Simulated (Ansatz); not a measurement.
A nudged elastic band was laid between two geometries of AlH$_{5}$S (7 atoms, charge 0, multiplicity 1).

The calculation used Ansatz, RKS B3LYP/def2-mTZVP.

```
movable images  : 7
climbing image  : yes
spring          : 5.0 eV/Å²
optimiser       : quadratic models (default)
start path      : through a guess of the saddle point
force threshold : 0.05 eV/Å
iteration limit : 60
end points      : relaxed
```

Image 0:

```xyz
7
Properties=species:S:1:pos:R:3
Al -0.037 0.094 -0.012
H -0.561 0.580 1.411
H 1.510 0.255 -0.348
H -1.086 -0.043 -1.201
S 0.089 -2.464 0.487
H -1.132 -2.635 1.046
H 0.717 -2.430 1.686
```

Image 8:

```xyz
7
Properties=species:S:1:pos:R:3
Al 0.073 -0.772 -0.656
H 0.127 0.514 2.873
H 1.472 -0.063 -0.800
H -1.325 -0.044 -0.712
S 0.131 -2.950 -0.362
H -1.212 -3.122 -0.294
H 0.232 -0.206 3.020
```

Task: Which bonds break or form, and what moves?

Result: Bonds broken: Al1–H2, S5–H7. Bonds formed: H2–H7. AlH5S becomes AlH3S + H2.

Task: What energy profile does the band end with?

Result: It converged. The highest image is number 3 of 0 to 8, 0.65 eV above the first end and 1.20 eV above the last; the last end lies 0.55 eV below the first. A vibrational analysis at the climbing image gives one clearly imaginary mode, 1087i cm⁻¹: a first-order saddle point. The orbitals stay closed-shell, which can raise the energy where a bond breaks towards radicals; this wasn't checked here.

| image | path coordinate (Å) | energy (eV) | Al1–H2 (Å) | S5–H7 (Å) | H2–H7 (Å) |
| --- | --- | --- | --- | --- | --- |
| 0 | 0.00 | 0.00 | 1.59 | 1.35 | 3.28 |
| 1 | 0.73 | 0.02 | 1.59 | 1.35 | 2.95 |
| 2 | 1.46 | 0.21 | 1.60 | 1.36 | 2.04 |
| 3 | 2.19 | 0.65 | 1.71 | 1.61 | 1.16 |
| 4 | 2.80 | -0.11 | 2.04 | 2.24 | 0.78 |
| 5 | 3.42 | -0.44 | 2.45 | 2.82 | 0.75 |
| 6 | 4.03 | -0.53 | 2.83 | 3.32 | 0.74 |
| 7 | 4.64 | -0.55 | 3.30 | 3.82 | 0.74 |
| 8 | 5.25 | -0.55 | 3.76 | 4.36 | 0.74 |

Task: What is the geometry of the highest image?

Result: 
```xyz
7
Properties=species:S:1:pos:R:3
Al 0.103 -0.232 -0.081
H -0.126 -0.058 1.601
H 1.550 0.247 -0.471
H -1.258 -0.025 -0.849
S 0.270 -2.556 0.699
H -1.060 -2.813 0.634
H 0.020 -1.205 1.536
```

Task: What are the harmonic wavenumbers there?

Result: 1087i, 309, 328, 448, 623, 685, 735, 744, 1023, 1270, 1358, 1679, 1959, 1982, 2632 cm⁻¹.

The band took 10 iterations and of the order of 110 core-seconds.

Run time: 110 s on 1 thread of Arm Neoverse V2, on a shared host, peak memory 0.11 GiB.
